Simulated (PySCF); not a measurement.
# AlH3 (SMILES [AlH3]): PBE/6-31G

Aim: the energy change on altering one bond length of AlH3 at PBE/6-31G, from 2 runs. 

The results are computed with PySCF 2.14.0.

10 further runs of the same task are left out: 10 set aside as unsound or not needed.

## (1) The system as given

AlH3: 4 atoms, total charge 0, spin state singlet. SMILES: `[AlH3]`. The coordinates come from a PBE0-D4/def2-TZVP relaxation.

Bond lengths: Al1–H2 1.586 Å, Al1–H3 1.586 Å, Al1–H4 1.586 Å. Angles: H2–Al1–H3 120.0°, H2–Al1–H4 120.0°, H3–Al1–H4 120.0°.

## (2) A single-point energy at PBE/6-31G

Input file calc.py:

```python
from pyscf import gto, dft

mol = gto.M(
    atom='Al 0.013700 -0.014800 -0.005100; H 0.633200 0.670900 1.283600; H -1.340800 -0.832000 0.105100; H 0.749400 0.115700 -1.403900',
    verbose=3,
    max_memory=1860,
    spin=0,
    basis='6-31g',
)

calc0 = dft.RKS(mol, xc='pbe')
calc0.grids.level = 5
calc0.conv_tol = 1e-10
calc0.kernel()
if not calc0.converged:
    calc0 = calc0.newton().run(calc0.mo_coeff, calc0.mo_occ)

etot = calc0.e_tot
print('Final energy', etot)
```

On the command line:

```
$ OMP_NUM_THREADS=1 python calc.py
```

Standard output:

```text
converged SCF energy = -244.006986944081
Final energy -244.00698694408115
```

It took 1.7 s on 1 thread of Arm Neoverse V1, shared host; peak memory 0.18 GiB.

## (3) The distorted shape

Input file input.py:

```python
from pyscf import gto, dft

molecule = gto.Mole()
molecule.atom = '''
Al    -0.296059    -0.357660    -0.649469
H      0.633200     0.670900     1.283600
H     -1.650559    -1.174860    -0.539269
H      0.439641    -0.227160    -2.048269
'''
molecule.charge = 0
molecule.max_memory = 1860
molecule.verbose = 3
molecule.basis = '6-31g'
molecule.build()

mf = dft.RKS(molecule, xc='pbe')
mf.grids.level = 5
mf.conv_tol = 1e-10
mf.kernel()
if not mf.converged:
    mf = mf.newton().run(mf.mo_coeff, mf.mo_occ)

e_tot = mf.e_tot
print('E(%s) = %.9f' % ('PBE', e_tot))
```

On the command line:

```
$ OMP_NUM_THREADS=1 python input.py
```

Standard output:

```text
converged SCF energy = -243.952585042867
E(PBE) = -243.952585043
```

It took 1.8 s on 1 thread of Arm Neoverse V1, shared host; peak memory 0.18 GiB.

## (4) What came out

Level: PBE/6-31G.

| quantity | value |
| --- | --- |
| first shape: total energy | -244.00699 Eh |
| first shape: dipole moment | 0.00 D |
| first shape: HOMO energy | -7.39 eV |
| first shape: LUMO energy | -2.63 eV |
| first shape: HOMO–LUMO gap | 4.75 eV |
| distorted shape: total energy | -243.95259 Eh |
| distorted shape: dipole moment | 1.46 D |
| distorted shape: HOMO energy | -6.20 eV |
| distorted shape: LUMO energy | -2.94 eV |
| distorted shape: HOMO–LUMO gap | 3.26 eV |
| energy change with the Al1–H2 bond stretched from 1.586 to 2.379 Å | 1.480 eV |

What this shows: One bond (distorted shape) is far stretched, which a spin-restricted single reference describes badly; a broken-symmetry solution may lie lower. With the Al1–H2 bond stretched from 1.586 to 2.379 Å the energy rises by 1.48 eV (143 kJ/mol). The first shape isn't relaxed at this level, so the change isn't measured from a minimum. A restricted reference can't describe the breaking bond well at this length.
